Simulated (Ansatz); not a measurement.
HB–NH, triplet in cc-pVDZ: errors against UCCSDT(Q)

Geometry: displaced at random from a stationary point.

```xyz
4

B     0.0896   -0.1245    0.7669
N    -0.0753   -0.0145   -0.5934
H     0.0013    0.9319    1.3270
H     0.0844    0.6054   -1.3069
```

Basis cc-pVDZ; Ansatz 0.2.0. Only valence electrons are correlated (noble-gas cores frozen), which leaves 10 electrons in 36 orbitals. Prefix R: restricted or restricted open-shell reference; prefix U: unrestricted. Active spaces: valence = (10e, 10o) chosen from the atoms' valence shells.

Full CI isn't at hand for all of this; UCCSDT(Q) serves as the reference, and is uncertain by about the last step of the cluster series. The frozen core follows each run's orbitals, which can shift R against U totals by a few meV.

For open shells CISD is restricted-active-space CI with the open shells as a complete middle space.

- UHF ⟨S²⟩: 2.008
- T1 diagnostic (RCCSD): 0.0300
- largest doubles amplitude (RCCSD): 0.054
- T1 diagnostic (UCCSD): 0.0279

| level | E − E(UCCSDT(Q)) (meV) | share of correlation (%) | wall time |
| --- | --- | --- | --- |
| RHF | 6411 | 0.00 | – |
| UHF | 6295 | 1.82 | – |
| RMP2 | 1005 | 84.32 | – |
| UMP2 | 1010 | 84.24 | – |
| CISD | 580 | 90.95 | 1.1 s |
| RCCSD | 220 | 96.57 | – |
| UCCSD | 218 | 96.60 | – |
| RCCSD(T) | 48 | 99.24 | 2.4 s |
| UCCSD(T) | 49 | 99.24 | 2.6 s |
| BCCD(T) | 48 | 99.25 | 1.2 s |
| RCCSDT | 13 | 99.80 | – |
| UCCSDT | 12 | 99.81 | – |
| RCCSDT(Q) | 2 | 99.97 | 24 s |
| CASSCF (valence space) | 3884 | 39.43 | – |
| NEVPT2 (valence space) | 899 | 85.98 | 5.5 s |
| MRCISD (valence space) | 225 | 96.48 | – |
| MRCISD+Q (valence space) | 43 | 99.33 | 12 s |

The correlation energy at UCCSDT(Q), counted from RHF, is -6.411 eV. That run took 23 s on 1 thread of Arm Neoverse V2, shared host.

Times hold each run's SCF and search for its determinant on a shared host, so for small cases they say little of a method's own cost; they ran on 1 thread of Arm Neoverse V2.

Natural occupations of CASSCF (valence space) about the gap: 1.986 1.981 1.978 1.961 1.003 0.997 0.039 0.019 0.018 0.016; effectively unpaired electrons, Σ n²(2−n)², 2.02.
